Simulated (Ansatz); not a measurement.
**BO, quartet: the ladder up to full CI**

Geometry: a point of a stretch scan, not a stationary point.

```xyz
2

B     0.0000    0.0000    0.0000
O     0.0000    0.0000    3.0680
```

Basis 6-31G; Ansatz 0.2.0. Only valence electrons are correlated (noble-gas cores frozen), which leaves 9 electrons in 16 orbitals. Prefix R: restricted or restricted open-shell reference; prefix U: unrestricted. Active spaces: pair = (5e, 5o) about the gap; valence = (9e, 8o) chosen from the atoms' valence shells.

Full CI is exact within this basis and frozen core; it isn't the basis-set limit. The frozen core follows each run's orbitals, which can shift R against U totals by a few meV.

For open shells CISD and CISDTQ are restricted-active-space CI with the open shells as a complete middle space.

```
UHF ⟨S²⟩                          : 3.757
T1 diagnostic (RCCSD)             : 0.0115
largest doubles amplitude (RCCSD) : 0.146
T1 diagnostic (UCCSD)             : 0.0075
```

```tsv
level	E − E(full CI) (kcal/mol)	share of correlation (%)	wall time
RHF	65.31	0.00	–
UHF	63.80	2.31	–
RMP2	18.34	71.92	–
UMP2	17.82	72.71	–
CISD	3.71	94.32	0.69 s
RCCSD	0.77	98.82	–
UCCSD	0.75	98.86	–
RCCSD(T)	0.29	99.56	1.5 s
UCCSD(T)	0.26	99.60	1.5 s
BCCD(T)	0.29	99.56	1.2 s
RCCSDT	0.05	99.93	–
UCCSDT	0.02	99.97	–
CISDTQ	0.13	99.80	8 s
RCCSDT(Q)	0.02	99.97	3.5 s
UCCSDT(Q)	-0.01	100.01	3.6 s
RCCSDTQ	0.00	100.00	39 s
UCCSDTQ	-0.03	100.04	59 s
CASSCF (pair space)	53.62	17.90	–
NEVPT2 (pair space)	15.14	76.82	0.79 s
MRCISD (pair space)	2.52	96.14	–
MRCISD+Q (pair space)	0.09	99.86	1 s
CASSCF (valence space)	43.71	33.07	–
NEVPT2 (valence space)	13.65	79.10	1.4 s
MRCISD (valence space)	1.32	97.98	–
MRCISD+Q (valence space)	0.23	99.65	2 s
MRCISD+Q(relaxed) (valence space)	0.11	99.84	2 s
```

The correlation energy at full CI, counted from RHF, is -2.832 eV. That run took 29 s on 1 thread of Arm Neoverse V2, shared host over 1,121,120 determinants.

Times hold each run's SCF and search for its determinant on a shared host, so for small cases they say little of a method's own cost; they ran on 1 thread of Arm Neoverse V2. Some runs computed forces too.

The full-CI state has the irrep B2 of C2v, in the program's axes (one component, if the state is degenerate).

Natural occupations of full CI about the gap: 1.989 1.942 1.886 1.036 0.995 0.957 0.091 0.054 0.016 0.010; effectively unpaired electrons, Σ n²(2−n)², 3.10.
